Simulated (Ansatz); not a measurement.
**CHN (triplet): from Hartree-Fock to the top rungs, def2-QZVPP**

An exercise on one series of results from a longer session: the logs are not shown, and one member is left open.

Program: Ansatz 0.2.0, Gaussian basis. Level of theory: def2-QZVPP, core rule «outside noble gas», up to 2 orbitals frozen. These are calculated values, not measurements.

Plan: UHF; ROHF; CCSD(T) on UHF.

2 further runs of the same task are left out: 2 set aside as unsound or not needed. Runs told in other sessions of the task aren't counted.

### What is computed

The geometry is a PBE0/def2-TZVP stationary point (not a proven minimum) of the parent state, kept for this charge and spin.

3 atoms, charge 0, spin multiplicity 3.

Atoms are counted from 1 here; the program's logs count them from 0.

Bond lengths: N1–C2 1.146 Å, C2–H3 1.069 Å. Angles: N1–C2–H3 180.0°.

Geometry (Å):

```
N     0.0000    0.0000    1.1200
C     0.0000    0.0000   -0.0256
H     0.0000    0.0000   -1.0944
```

The first run:

in.yaml reads:

```yaml
crystal:
  periodic: [false, false, false]
  atoms:
    - {symbol: N, position_ang: [0.000000, 0.000000, 1.119979]}
    - {symbol: C, position_ang: [0.000000, 0.000000, -0.025627]}
    - {symbol: H, position_ang: [0.000000, 0.000000, -1.094352]}
basis:
  gaussian: {orbitals: "def2-QZVPP.json"}
magnetization: {spin_polarized: true, initial_magnetization: 2}
hamiltonian: {xc: hf}
output: {orbitals: {seedname: orbitals}}
```

Run with:

```
> ansatz run in.yaml --threads 1 --pin off --events-out ev --progress --plain --max-ram 2393MiB
```

Among the steps run: UHF; ROHF; CCSD(T) on UHF.

One of the session's tables, all rows but one given; the rest of the session is left out.

It belongs to the step «Misses and costs». 

```
  method  from UCCSD(T) (meV)
    ROHF              +9245.9
     UHF              +8992.6
    UMP2                    ?
   UCCSD               +392.7
UCCSD(T)                    0
```

**Question.** Estimate the row for UMP2.

**Answer.** from UCCSD(T) (meV): +1048.0. In the column «from UCCSD(T) (meV)» it lies between UCCSD (+392.7) and UHF (+8992.6).
